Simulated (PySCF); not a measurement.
Can point charges reproduce the dipole moment of 1,1,2-trichloroethane (`ClC(Cl)CCl`)?

Coordinates (PBE0-D3(BJ)/def2-TZVP, Å) and charges (e) from the PBE0/pcSseg-2 density (PySCF):

```tsv
atom	x	y	z	Mulliken	IAO	Hirshfeld	ESP-fitted
Cl1	-1.656	-0.953	-1.011	-0.1356	-0.0818	-0.0462	-0.0820
C2	-0.734	-0.098	0.237	-0.0181	-0.2611	-0.0655	-0.3038
C3	0.673	0.198	-0.225	+0.0780	-0.1018	+0.0111	-0.3386
Cl4	1.611	-1.275	-0.477	-0.0974	-0.0515	-0.0338	-0.0031
Cl5	1.439	1.233	0.998	-0.1158	-0.0653	-0.0293	-0.0292
H6	-0.716	-0.712	1.136	+0.0915	+0.1840	+0.0532	+0.2407
H7	-1.246	0.841	0.440	+0.0847	+0.1845	+0.0556	+0.2142
H8	0.682	0.750	-1.162	+0.1127	+0.1930	+0.0546	+0.3019
```

Problem. Form Σ q r in debye for every column and set it beside the full dipole.

Solution. The full density gives (-0.67, 1.09, 0.38) D, 1.34 D in size; dipole vectors point from the negative to the positive end.

```tsv
scheme	μx	μy	μz	size (D)	share of the full size (%)	angle to the full dipole (°)
Mulliken	-0.61	1.05	0.27	1.24	93	4
IAO	-0.71	1.14	0.33	1.39	104	3
Hirshfeld	-0.17	0.53	0.18	0.58	43	14
ESP-fitted	-0.72	1.17	0.37	1.42	106	1
```

Problem. Which set comes closest?

Solution. Length of the difference vector: IAO 0.08 D, ESP-fitted 0.09 D, Mulliken 0.13 D, Hirshfeld 0.78 D. Closest: IAO. The schemes that divide the density aren't constrained to reproduce the dipole.

Problem. What is left for the Hirshfeld atoms' own dipoles?

Solution. The shares of the density sum to the whole, so what Σ q r misses lies in dipoles about the nuclei. The atomic dipoles sum to (-0.67, 1.09, 0.38) − (-0.17, 0.53, 0.18) = (-0.50, 0.56, 0.20) D, 0.78 D in size.

Problem. With the origin at the mean of the coordinates, (0.007, -0.002, -0.008) Å, which are the largest single terms, by size, of the Mulliken dipole along the direction of the full one?

Solution. Cl4 +0.93, H7 +0.59, Cl5 -0.32, Cl1 +0.15, C3 -0.09 D; all 8 atoms together +1.24 D. The single terms depend on the origin, their sum doesn't.

Problem. Give the size of the full dipole in other units.

Solution. 1.34 D = 0.526 au = 0.278 e·Å = 4.46 × 10⁻³⁰ C·m.

Isolated species at its PBE0-D3(BJ)/def2-TZVP geometry (one conformer only).

The run behind these numbers computed NMR shieldings as well. Hardware: one thread of an Intel Xeon 6975P-C, shared host with 192 logical CPUs at a one-minute load of 39. Cost: 19 s of wall time, 1.1 GiB resident at most.

The values belong to the conformer `[Cl:1][CH2:2][CH:3]([Cl:4])[Cl:5]`: Cl1–C2–C3–Cl4 -65°.
